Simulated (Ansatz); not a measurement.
System: trigonal Se. Method: r²SCAN+rVV10 in Ansatz (plane waves, PAW).

Settings: plane-wave cutoff 560 eV, 12×12×8 k mesh (along the axes of the cell as run), Fermi–Dirac smearing 0.01 eV, scalar-relativistic PAW data made under PBE.

Response to compression and expansion:

Shape and atoms are relaxed at each volume.

```json
[
 {"V (Å³/atom)": "25.756", "P (GPa)": "0.72", "direct gap at Γ (eV)": "2.382", "smallest gap on the k mesh (eV)": "0.927", "c (Å)": "5.057"},
 {"V (Å³/atom)": "26.293", "P (GPa)": "0.33", "direct gap at Γ (eV)": "2.414", "smallest gap on the k mesh (eV)": "0.994", "c (Å)": "5.047"},
 {"V (Å³/atom)": "26.829", "P (GPa)": "0.00", "direct gap at Γ (eV)": "2.449", "smallest gap on the k mesh (eV)": "1.061", "c (Å)": "5.037"},
 {"V (Å³/atom)": "27.366", "P (GPa)": "-0.27", "direct gap at Γ (eV)": "2.486", "smallest gap on the k mesh (eV)": "1.120", "c (Å)": "5.029"},
 {"V (Å³/atom)": "27.902", "P (GPa)": "-0.51", "direct gap at Γ (eV)": "2.524", "smallest gap on the k mesh (eV)": "1.171", "c (Å)": "5.020"}
]
```

The fundamental gap (1.06 eV at the equilibrium volume, with added k points) lies elsewhere than Γ–Γ.

Note: the bulk modulus comes from volumes at which shape and atoms were relaxed.

Spin–orbit coupling is not included.

Ansatz is a program for electronic structure.
